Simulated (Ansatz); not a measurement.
## How far each method lies from RCCSDTQ for HCl, singlet

Geometry: a PBE0/def2-TZVP stationary point for this spin.

```xyz
2

Cl    0.0000    0.0000    0.0000
H     0.0000    0.0000    1.2788
```

Basis cc-pVTZ; Ansatz 0.2.0. Only valence electrons are correlated (noble-gas cores frozen), which leaves 8 electrons in 43 orbitals. Prefix R: restricted or restricted open-shell reference. Active spaces: valence = (8e, 5o) chosen from the atoms' valence shells.

Full CI isn't at hand for all of this; RCCSDTQ serves as the reference, and is uncertain by the last step of the cluster series or more.

```
UHF ⟨S²⟩                          : 0.000
T1 diagnostic (RCCSD)             : 0.0057
largest doubles amplitude (RCCSD) : 0.043
```

Problem. From what is known of these methods and the diagnostics, rank them by the size of their error in total energy against RCCSDTQ in cc-pVTZ, smallest first (an estimate: the text doesn't fix the numbers).
A. RMP2
B. RHF
C. RCCSDT(Q)
D. RCCSD(T)
E. CISD

Solution. C (0.0 kJ/mol), D (2.1 kJ/mol), E (49.7 kJ/mol), A (75.0 kJ/mol), B (607.1 kJ/mol).

All errors are against RCCSDTQ in cc-pVTZ. Within each family the higher level lies nearer, as is usual though not guaranteed.

Natural occupations of CASSCF (valence space) about the gap: 1.999 1.999 1.999 1.977 0.025; effectively unpaired electrons, Σ n²(2−n)², 0.00.
